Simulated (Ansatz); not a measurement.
CaB6-type LaB6, treated with PBEsol (Ansatz, a first-principles code, plane waves, PAW).

Numerical settings: plane-wave cutoff 520 eV, 16×16×16 k mesh, Fermi–Dirac smearing 0.089 eV (set by the program), scalar-relativistic PAW data made under PBE.

Computed at the level's own relaxed cell.

Hill averages of the elastic tensor: K = 180.2 GPa, G = 133.3 GPa. Volume 10.062 Å³/atom, mean atomic mass 29.110 u.

### Question
Work out the density, the sound velocities of a polycrystal and the elastic Debye temperature, and Pugh's ratio at this level.

### Answer
ρ = 1.66054 × 29.110/10.062 = 4.804 g/cm³. v_l = √[(K + 4G/3)/ρ] = 8.632 km/s and v_t = √(G/ρ) = 5.268 km/s. The mean follows from 3/v_m³ = 1/v_l³ + 2/v_t³: v_m = 5.818 km/s. Θ_D = (ħ/k_B) v_m (6π²/V)^(1/3) = 76.38 K Å s/km × 5.818 × 1.8055 Å⁻¹ = 802 K, counting all atoms of the cell. K/G = 1.35, to be set beside Pugh's rough bound of 1.75 between brittle and ductile metals.
